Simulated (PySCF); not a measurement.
## Fluorine: a sound run and one with changed settings

Sound run: F [He] 2s2 2p5, F⁺ [He] 2s2 2p4. Computed with PySCF 2.14 in cc-pVDZ-DK (3s2p1d, 14 functions), with the spin-free X2C one-electron Hamiltonian (Gaussian nucleus). The sound run starts from symmetry-adapted Hartree-Fock orbitals and uses a fine grid where one is needed.

A second run was set up differently.

```
species  method  sound run (hartree)  changed run (hartree)  converged
      F     UHF            -99.46176              -99.46176        yes
      F   B3LYP            -99.81468              -99.86450        yes
      F    MN15            -99.75654              -99.77530        yes
     F⁺     UHF            -98.88758              -98.88758        yes
     F⁺   B3LYP            -99.17441              -99.21917        yes
     F⁺    MN15            -99.12014              -99.11645        yes
```

Ionisation energy of F:

```csv
method,sound run (eV),changed run (eV)
UHF,15.624,15.624
B3LYP,17.423,17.560
MN15,17.318,17.928
```

What was changed?
A. minimal basis
B. radial grid too coarse
C. basis contracted for another Hamiltonian
D. level shift left on

B. It used radial step 0.8 in ln r (0.13 in the sound run). A coarse radial grid mis-integrates the density and the exchange-correlation energy, with errors of either sign; Hartree-Fock needs no grid.
